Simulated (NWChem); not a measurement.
System: C2H3F; SMILES C(F)=C

Here is an NWChem input.

```
start job
memory heap 200 mb stack 900 mb global 1100 mb
geometry units angstroms noautoz
  C     -0.236674     1.168760     0.000000
  C      0.424893     0.019725     0.000000
  F     -0.184020    -1.161365     0.000000
  H     -1.328429     1.191023     0.000000
  H      0.316275     2.108353     0.000000
  H      1.515840    -0.075106     0.000000
end
basis spherical
  * library def2-tzvpd
end
dft
  xc becke88 lyp
  iterations 150
  mulliken
end
task dft energy
```

Geometry: optimised at PBE0/def2-SVP.

Predict the main results of this run. (BLYP/def2-TZVPD.) Quantities: energy (Ha); highest occupied level (eV); orbital gap (eV); dipole (D).


```yaml
energy (Ha): -177.86
highest occupied level (eV): -6.36
orbital gap (eV): 5.54
dipole (D): 1.20
```
